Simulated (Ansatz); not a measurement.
Process, species as SMILES: ClCl (Cl2) → Cl2- (doublet, bonded as ClCl) (an electron is taken up)
B3LYP-D3(BJ)/def2-TZVP geometries, fixed; electronic energies without zero-point terms; positive where energy is released.

Basis-set convergence of the adiabatic electron affinity at HF with Ansatz (a program for electronic structure). Cartesian d functions, on some or all atoms, in 6-31+G*, 6-311+G**; all else is spherical. Open shells are unrestricted. No added dispersion term, no relativity. Functions are those of the species that has most. Reference: the value in aug-pcseg-3, 2.105 eV, itself unsure by roughly 0.013 eV (its mean distance from aug-cc-pV(Q+d)Z, def2-QZVPPD). Deviations are taken from unrounded values.

```
basis            functions  adiabatic electron affinity (eV)  minus reference (eV)
---------------  ---------  --------------------------------  --------------------
6-31+G*                 46                             2.556                 0.451
def2-SVPD               54                             2.692                 0.587
6-311+G**               62                             2.487                 0.383
aug-cc-pV(D+d)Z         64                             2.410                 0.306
def2-TZVPD              92                             2.149                 0.044
jun-cc-pV(T+d)Z         96                             2.141                 0.036
aug-pcseg-2            100                             2.153                 0.048
def2-TZVPPD            102                             2.147                 0.043
aug-cc-pV(T+d)Z        110                             2.136                 0.032
pcseg-3                128                             2.094                -0.011
def2-QZVPPD            158                             2.116                 0.011
aug-pcseg-3            178                             2.105                 0.000
pcseg-4                210                             2.100                -0.005
```

The smallest set listed that lies within 0.1 eV of the reference with all its larger relatives (same family, alike in diffuse functions; a set with none counts only in the reference's own line) is def2-TZVPD (92 functions, 0.044 eV off). (Relatives not listed, tested too: aug-cc-pV(Q+d)Z 0.014 eV.)
